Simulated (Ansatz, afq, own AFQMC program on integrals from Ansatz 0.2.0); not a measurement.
N$_{2}$H$_{3}$, quartet: AFQMC among the cluster methods

```yaml
atoms:
  - { symbol: N, position_ang: [-1.0828, -0.0184, -0.0286] }
  - { symbol: H, position_ang: [-1.3801, 0.9495, -0.0286] }
  - { symbol: H, position_ang: [-1.3801, -0.4207, 0.8517] }
  - { symbol: H, position_ang: [0.2252, -0.0184, -0.0286] }
  - { symbol: N, position_ang: [1.2652, -0.0184, -0.0286] }
```

Connectivity, by distances: NH2 ··· NH.

Basis cc-pVTZ. Noble-gas cores (and the filled d shells of Ga–Kr and In–Xe) are frozen. Integrals, coupled cluster, full CI and functionals: Ansatz 0.2.0; the random walks run on the same integrals in our own AFQMC program. The CISD trial takes its coefficients from CCSD amplitudes. Released means that phaseless walkers are propagated on without the constraint, phases kept. Uncertainties: one standard error, sampling alone.

Determinant: UHF, the one that the program's search chose, which needn't be the lowest solution. The geometry is a point of a scan.

No full CI on the walks' own integrals is used here. The released AFQMC energy serves as the reference, which it does only where one determinant dominates, the energy is flat over the last release times and near the phaseless one (40 meV or 2 meV an electron, half that with transition metals). On small molecules, where full CI could be run and the noise was under 10 meV, such values lay within 10 meV of it in 19 cases of 20, a flattering rate, since the rule was set on those same cases; what remains of the bias isn't in the error bar.

Cautions: lower spins were not checked; the released value is read at 1.62 1/Eh, later times being too noisy (meV from the phaseless value at times in 1/Eh: -13 ± 4 at 0.24, -18 ± 5 at 0.51, -24 ± 4 at 0.99, -20 ± 6 at 1.62, -126 ± 104 at 2.40).

* T1 diagnostic: 0.0251
* weight of the determinant in the CISD state: 0.878
* ⟨S²⟩ of the determinant: 3.787
* size of the correlated space: 13 electrons in 100 orbitals

Reference: AFQMC with the constraint released, correlation energy -10.602 ± 0.006 eV.

| level | E − E(reference) (kJ/mol) | share of correlation (%) |
| --- | --- | --- |
| HF | 1022.9 ± 0.6 | 0.00 |
| MP2 | 127.1 ± 0.6 | 87.58 |
| CCSD | 36.5 ± 0.6 | 96.43 |
| CCSD(T) | 3.9 ± 0.6 | 99.62 |
| ph-AFQMC/CISD | 1.9 ± 0.8 | 99.81 |

A walk keeps the symmetry of its determinant, which the program's search chose and which needn't be the lowest solution, so a lower state of the same spin and another symmetry isn't excluded. Released energies are given only where the last usable release times agree within the noise; a slower fall can still hide under it.
